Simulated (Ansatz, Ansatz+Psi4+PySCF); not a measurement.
```csv
atom,x (Å),y (Å),z (Å)
C,0.0041,-0.0461,-0.8360
C,0.0048,0.6182,0.5376
C,-0.0233,-0.6352,0.5402
H,0.9177,-0.0452,-1.4851
H,-0.9363,0.0011,-1.5106
H,-0.0119,1.5460,1.0202
H,0.0123,-1.5700,0.9971
```

Basis set: cc-pVTZ (spherical functions). Correlated methods keep 3 orbitals frozen. Charge 0, multiplicity 1.

Computed with Ansatz (development build ahead of 0.2.0); each method stands on the lowest determinant of its kind that the runs found. Restricted open shells among the atoms or ions are ROHF, correlated in semicanonical orbitals with singles.

The atomization energy at this shape (free ground-state atoms in the same class of orbitals less the molecule, no zero-point energy) of singlet C3H4:

```csv
method,atomization energy
RHF,501.25 kcal/mol
```

Question: What does RHF-MP2 give?

Answer: 670.18 kcal/mol. Caution: the shape is not the minimum.
